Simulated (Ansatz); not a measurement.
Total energies of H4NOSi, SMILES `[NH][SiH2]O` radical.

Cartesian coordinates in Å:
```
N -0.198 -1.246 -0.703
Si 0.257 0.153 0.228
O -1.046 1.105 0.504
H 0.529 -1.962 -0.771
H 0.789 -0.187 1.571
H 1.294 0.846 -0.592
H -1.625 1.290 -0.237
```

Total charge 0; spin multiplicity 2. Geometry: relaxed with PBE0-D4/def2-TZVP. It is one conformer, not always the lowest. Basis def2-TZVPP, Ansatz 0.2.0.

RPA on PBE orbitals: Hartree–Fock energy of these orbitals -420.62430 Eh, correlation -0.90600 Eh (frozen core).

```tsv
functional	energy without D4 (Eh)	D4 term (kJ/mol)
LDA (SPW92)	-419.75534	–
PBE	-421.63406	-9.7
revPBE	-421.83156	-31.8
BLYP	-421.90515	-21.9
r2SCAN	-421.84621	-2.2
B97M-V	-421.83053	–
PBE0	-421.66814	-8.0
B3LYP	-421.96422	-15.7
r2SCANh	-421.83734	-2.4
r2SCAN0	-421.82490	-2.6
HSE06 (plane-wave form)	-421.65522	-7.4
BHLYP	-421.87609	-11.4
CAM-B3LYP	-421.89897	-8.0
LC-ωPBE	-421.76863	–
ωB97X-V	-421.84524	–
ωB97M-V	-421.86794	–
B2PLYP	-421.72593	–
PBE-QIDH	-421.56596	–
```

B3LYP takes the VWN-RPA correlation (the form of Gaussian; ORCA's B3LYP/G). HSE06 is the plane-wave form, built on full-range PBE exchange. The double hybrids freeze the cores in their second-order part.

LC-ωPBE has ω = 0.4 bohr⁻¹.
